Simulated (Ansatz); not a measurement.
CH5AlS, SMILES [AlH2][CH2]S, a rigid scan of one bond length

Program: Ansatz 0.2.0, Python API.

Input file `ch5als.xyz`:
```text
8

Al   -0.84620    0.62960   -0.67840
C     0.63430    0.19060    0.49060
S     0.92100   -1.59120    0.38850
H    -1.69770   -0.51150   -1.28440
H    -0.68540    1.88530   -1.71930
H     0.40800    0.49720    1.53690
H     1.56700    0.74390    0.15480
H    -0.20880   -1.90090    1.05540
```

`ch5als_scan.py`
```python
# -*- coding: utf-8 -*-
"""Stretching a bond of CH5AlS, the rest held rigid."""

import ansatz
import numpy as np

mol = ansatz.Crystal.molecule_from_extxyz("ch5als.xyz")

symbols = [site.symbol for site in mol.cartesian_sites]
start = np.array([site.position_ang for site in mol.cartesian_sites])
axis = (start[2] - start[1]) / np.linalg.norm(start[2] - start[1])
moving = [2, 7]
lengths, energies = [1.54, 1.66, 1.81, 1.99, 2.26, 2.71, 3.25, 3.98], []
for length in lengths:
    xyz = start.copy()
    xyz[moving] += (length - np.linalg.norm(start[2] - start[1])) * axis
    point = ansatz.Crystal.molecule()
    for symbol, place in zip(symbols, xyz):
        point = point.atom(symbol, place.tolist())
    job = point.calculation()
    job = job.basis(gaussian="6-31G*")
    job = job.functional("r2scan")
    job = job.spin("collinear")
    r = job.run(threads=1).report
    energies.append(r["free_energy_ev"])
    print(f"r = {length:6.3f} A  E = {energies[-1]:.5f} eV  <S^2> = {abs(r['mean_field']['state']['spin_squared']):.3f}")

print("energy above the lowest point (eV):", [round(e - min(energies), 3) for e in energies])
```

```console
$ python ch5als_scan.py
r =  1.540 A  E = -18545.06321 eV  <S^2> = 0.000
r =  1.660 A  E = -18546.06959 eV  <S^2> = 0.000
r =  1.810 A  E = -18546.47877 eV  <S^2> = 0.000
r =  1.990 A  E = -18546.32643 eV  <S^2> = 0.000
r =  2.260 A  E = -18545.59498 eV  <S^2> = 0.000
r =  2.710 A  E = -18544.24722 eV  <S^2> = 0.082
r =  3.250 A  E = -18543.48678 eV  <S^2> = 0.755
r =  3.980 A  E = -18543.22165 eV  <S^2> = 0.961
energy above the lowest point (eV): [1.416, 0.409, 0.0, 0.152, 0.884, 2.232, 2.992, 3.257]
```

Reading the output:
- These settings explore the input space; basis and method may be short of convergence.
- The rest of the molecule is held rigid at a force-field or estimated start geometry, and the basis set is modest; single-reference methods fail as a bond breaks.
- The expectation value of S² is noticeably off S(S+1) in at least one run, so that state is spin-contaminated.
- Finished in 110 s on 1 thread of Arm Neoverse V1, on a shared host, peak memory 0.27 GiB.
